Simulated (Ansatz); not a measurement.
The first iterations of a band of FH$_{3}$OSi (6 atoms, charge 0, multiplicity 1).

Theory: Ansatz, RKS B3LYP-D4/def2-SVP.

| Item | Value |
| --- | --- |
| movable images | 7 |
| climbing image | yes |
| spring | 0.5 eV/Å² |
| optimiser | quadratic models (default) |
| start path | through a guess of the saddle point |
| force threshold | 0.05 eV/Å |
| iteration limit | 60 |
| end points | relaxed |

Image 0:

```xyz
6
Properties=species:S:1:pos:R:3
Si 0.153 0.027 0.166
F 0.300 0.174 1.779
H 1.510 -0.310 -0.339
H -0.380 1.294 -0.378
O -0.953 -1.142 -0.209
H -0.737 -2.059 0.000
```

Image 8:

```xyz
6
Properties=species:S:1:pos:R:3
Si -0.016 -0.027 -0.761
F 1.247 0.124 1.388
H 2.032 0.011 0.897
H -1.068 0.903 -0.113
O -0.745 -1.506 -0.458
H -1.557 -1.520 0.066
```

| iteration | highest image above the first end (eV) | largest band force component (eV/Å) |
| --- | --- | --- |
| 1 | 4.700 | 6.515 |
| 2 | 3.845 | 2.848 |
| 3 | 3.703 | 2.916 |

Task: Does the band converge within its limit, and where does its top end?

Result: The run converged. It ended after 11 iterations with the highest image 3.618 eV above the first end. The profile has 2 maxima (images 1, 6) with wells between them (image 3): this band takes more than one step, which may be the mechanism or a detour left from its start path. Neighbouring images differ by up to 1.7 eV, so the band resolves the path poorly. Another band between the same ends (7 images) ends at a top of the same energy, where a vibrational analysis finds 1 clearly imaginary mode. The orbitals stay closed-shell, which can raise the energy where a bond breaks towards radicals; this wasn't checked here.

Run time: 48 s on 1 thread of AMD EPYC 9R45 96-Core Processor (Zen 5), with other jobs on the host, peak memory 0.13 GiB.
